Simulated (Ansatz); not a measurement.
A run of Ansatz (development build ahead of 0.2.0) on singlet NO₂(-) at this shape:

```yaml
atoms:
  - { symbol: N, position_ang: [-0.0014, -0.0099, -0.4572] }
  - { symbol: O, position_ang: [-0.0056, 1.0674, 0.2053] }
  - { symbol: O, position_ang: [-0.0078, -1.0556, 0.1971] }
```

Its results:

| Item | Value |
| --- | --- |
| Converged | yes |
| Reference energy | -201.15631 hartree |
| Correlation energy | -0.14927 hartree |
| Total energy | -201.30558 hartree |
| Spin squared of the determinant | 0.000 |

Which input gives this output? Name the method, the orbitals and the basis set, and write the input.

RHF-MP2 in STO-3G. An unrestricted run that stays on the closed shell gives the same numbers.

```yaml
crystal:
  periodic: [false, false, false]
  atoms:
    - { symbol: "N", position_ang: [-0.00144, -0.00988, -0.45723] }
    - { symbol: O, position_ang: [-0.00564, 1.06736, 0.20528] }
    - { symbol: O, position_ang: [-0.00784, -1.05562, 0.19707] }
basis:
  gaussian: { orbitals: STO-3G }
total_charge: -1
hamiltonian:
  xc: hf
correlation:
  method: mp2
  frozen_orbitals: { "N": 1, O: 1 }
```

Caution: no diffuse functions for an anion.
